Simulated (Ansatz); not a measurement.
Geometry optimisation, RKS PBE0-D4/6-31G* in Ansatz 0.2.0.

Input:

```yaml
crystal:
  periodic: [false, false, false]
  atoms:
    - { symbol: B, position_ang: [-0.72708, 0.22093, -0.60112] }
    - { symbol: "N", position_ang: [0.37485, -0.09098, 0.07892] }
    - { symbol: C, position_ang: [1.48195, -0.38527, 0.61383] }
    - { symbol: H, position_ang: [-1.45748, -0.64251, -1.03722] }
    - { symbol: H, position_ang: [-1.01444, 1.37658, -0.82795] }
    - { symbol: H, position_ang: [1.3422, -0.47874, 1.77354] }
total_charge: -1
basis:
  gaussian: { orbitals: "6-31G*" }
hamiltonian:
  xc: pbe0
  dispersion: d4
relax:
  f_tol: 0.02
  max_steps: 50
output:
  orbitals: {}
```

Run as:

```bash
$ ansatz run input.yaml --threads 1 --pin off --max-ram 2048MiB --backend cpu --events-out ev --progress --plain --runs-dir out
```

Problem. Where does it end, and by what steps?

Solution. It converged. Limits of this set-up: an anion without diffuse functions, the dipole of an ion depends on the origin. After 4 steps the energy has fallen by 0.032 eV; H6 moved furthest, 0.02 Å.

```tsv
step	energy less start (eV)	largest force component (eV/Å)	accepted
0	0.0000	1.099	yes
1	-0.0268	0.383	yes
2	-0.0310	0.057	yes
3	-0.0316	0.032	yes
4	-0.0318	0.014	yes
```

```xyz
6
Properties=species:S:1:pos:R:3
B -0.729 0.223 -0.615
N 0.388 -0.095 0.089
C 1.492 -0.391 0.628
H -1.466 -0.655 -1.036
H -1.018 1.391 -0.822
H 1.333 -0.473 1.756
```

Time of the run: 7.5 s on 1 thread of Arm Neoverse V1, with other jobs on the host, peak memory 0.12 GiB.
